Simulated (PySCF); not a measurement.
Compound: phenyl, C6H5 (doublet state).
Atom-mapped SMILES: `[c:1]1[cH:2][cH:3][cH:4][cH:5][cH:6]1` (hydrogens: H7 on C2; H8 on C3; H9 on C4; H10 on C5; H11 on C6)

Theory: PBE0-D3(BJ)/def2-SVP geometry optimisation, gas phase in PySCF 2.14.0.

Question: What internal coordinates does the optimisation give?

Answer: 
```json
{"bond": "C1–C2, C1–C6", "length (pm)": "137.6", "order": "aromatic"}
{"bond": "C2–C3, C5–C6", "length (pm)": "140.2", "order": "aromatic"}
{"bond": "C3–C4, C4–C5", "length (pm)": "139.6", "order": "aromatic"}
{"bond": "C2–H7, C6–H11", "length (pm)": "109.3", "order": "single"}
{"bond": "C3–H8, C5–H10", "length (pm)": "109.4", "order": "single"}
{"bond": "C4–H9", "length (pm)": "109.2", "order": "single"}
```

Bonds in one row agree within 1 pm and their mean is given. Orders are formal, as drawn. A selection of angles:
```json
{"angle": "C2–C1–C6", "degrees": "125.8"}
{"angle": "C1–C2–C3", "degrees": "116.5"}
{"angle": "C1–C2–H7", "degrees": "122.4"}
{"angle": "C3–C2–H7", "degrees": "121.0"}
{"angle": "C2–C3–C4", "degrees": "120.3"}
{"angle": "C2–C3–H8", "degrees": "119.7"}
{"angle": "C4–C3–H8", "degrees": "120.1"}
{"angle": "C3–C4–C5", "degrees": "120.6"}
{"angle": "C3–C4–H9", "degrees": "119.7"}
```

The 6 C–C bonds span 1.376 Å (C1–C2, aromatic) to 1.402 Å (C5–C6, aromatic), a spread of 0.026 Å. C1 (carbon bonded to 2 C) is bent (angle 125.8°). C3 (carbon bonded to 2 C and H) is planar (angles 120.3°, 120.1° and 119.7°, sum 360.0°, 0.00 Å off the plane of its three neighbours). The 6 heavy atoms lie in one plane (0.000 Å rms). The 6-membered ring C1–C2–C3–C4–C5–C6 has internal angles of 116.5° to 125.8°; it is planar, 0.00 Å rms from its mean plane, widest ring torsion 0°. C2 (carbon bonded to 2 C and H) is planar (angles 122.4°, 121.0° and 116.5°, sum 360.0°, 0.00 Å off the plane of its three neighbours). C4 (carbon bonded to 2 C and H) is planar (angles 120.6°, 119.7° and 119.7°, sum 360.0°, 0.00 Å off the plane of its three neighbours).

Point group: C2v (tolerance 0.08 Å). Whether it is a minimum is left open (no frequencies). ⟨S²⟩ = 0.761 (exact for a doublet: 0.75).
